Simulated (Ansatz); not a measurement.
A made-up structure of CH$_{3}$OS (charge +1), singlet:

```
6
angstrom
O -0.7769 -0.9688 -0.5255
C 0.8650 -0.2452 1.2654
S -0.0687 -0.0017 -0.0896
H -1.2969 -0.7562 -1.3197
H -0.0838 1.1996 -0.7269
H 1.2526 0.7414 1.2690
```

It is relaxed with PBE-D4/def2-SVP and then PBE0-D4/def2-TZVP (Ansatz 0.2.0). Atoms count as bonded within 1.22 times the sum of their covalent radii (H–H: 0.88 Å). The end point is not checked to be a true minimum.

Task: Does its bonding change? (Judge from chemistry; the calculation decides.)

Result: Computed: No: no bond forms or breaks.

Where it ends: The first stage lowers the energy by 4.40 eV in 40 steps. It ends as CH₃OS ([CH][SH][OH]), total charge +1:
O1  (-1.009, -0.546, -1.003)
C2  (0.845, -0.153, 0.914)
S3  (-0.087, 0.363, -0.141)
H4  (-0.920, -1.497, -0.788)
H5  (-0.495, 1.538, -0.723)
H6  (1.556, 0.264, 1.615)
(Å)

Labels in which every atom is bracketed show which atoms are joined, not bond orders.

For scale, one of the runs: PBE0-D4/def2-TZVP relaxation, 117 basis functions, launched by `ansatz run in.yaml --threads 2 --pin off --events-out ev --progress --plain --max-ram 4352MiB`. The run took about 20 s on 2 CPU threads of an Intel Xeon Platinum 8259CL (shared host).
